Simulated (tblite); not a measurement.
Species: C₃H₃F₂ (doublet state).
Numbering: `[CH2:1]=[C:2][CH:3]([F:4])[F:5]` (hydrogens: H6, H7 on C1; H8 on C3)
Bond orders are those of one Lewis drawing.

Computed with GFN2-xTB (tblite), gas phase: L-BFGS steps from a force-field or distance-geometry start until the largest atomic force falls under 0.01 eV/Å.

Geometry at step 0:
```
atom  x, y, z in Å
C1      1.4484    0.0427    0.0120
C2      0.2952   -0.5755   -0.0874
C3     -1.0499   -0.0632   -0.0232
F4     -1.4412    0.4781    1.1577
F5     -1.8957   -1.1333   -0.3569
H6      1.5702    1.1121    0.1456
H7      2.3577   -0.5600   -0.0577
H8     -1.2757    0.7084   -0.8146
```

**Question.** What forces act on the atoms?

**Answer.** 
```tsv
atom	Fx (eV/Å)	Fy (eV/Å)	Fz (eV/Å)
C1	-0.320	-1.443	-0.205
C2	1.728	1.489	0.442
C3	-1.430	-0.533	-1.114
F4	0.057	-0.494	-0.152
F5	-0.073	0.834	0.621
H6	0.025	-0.003	-0.002
H7	-0.197	0.450	0.081
H8	0.209	-0.300	0.327
```

The largest, 2.32 eV/Å, acts on C2; the rms over all components is 0.737 eV/Å. The forces sum to zero within rounding, as they must for an isolated molecule in no field.

**Question.** Give the force on C2 in Eh/bohr and in nN.

**Answer.** 2.323 eV/Å ÷ 51.422 = 0.04518 Eh/bohr, and 2.323 eV/Å × 1.602 = 3.72 nN.

**Question.** How far is this geometry from the end of the optimisation?

**Answer.** 0.215 eV above it, and 0.466 Å rms away after alignment. The bonds farthest from their final lengths, with half the difference of the two atoms' forces along the bond (positive lengthens):

```json
{"bond": "C3–F5", "now (Å)": "1.404", "final (Å)": "1.356", "force along bond (eV/Å)": "-1.14"}
{"bond": "C3–H8", "now (Å)": "1.128", "final (Å)": "1.104", "force along bond (eV/Å)": "-0.59"}
{"bond": "C1=C2", "now (Å)": "1.312", "final (Å)": "1.289", "force along bond (eV/Å)": "-1.62"}
{"bond": "C3–F4", "now (Å)": "1.357", "final (Å)": "1.378", "force along bond (eV/Å)": "+0.21"}
{"bond": "C2–C3", "now (Å)": "1.441", "final (Å)": "1.458", "force along bond (eV/Å)": "+1.08"}
{"bond": "C1–H7", "now (Å)": "1.093", "final (Å)": "1.080", "force along bond (eV/Å)": "-0.48"}
```

The angle farthest from its final value is C1–C2–C3, 130.5° against 142.0°.

Of the 6 listed bonds off by 0.010 Å or more, this force points towards the final length in 6.

What follows is the cost of the whole relaxation. Time: 0.13 s of wall time. Hardware: one thread of an Arm Neoverse V2, no GPU, on a shared host.
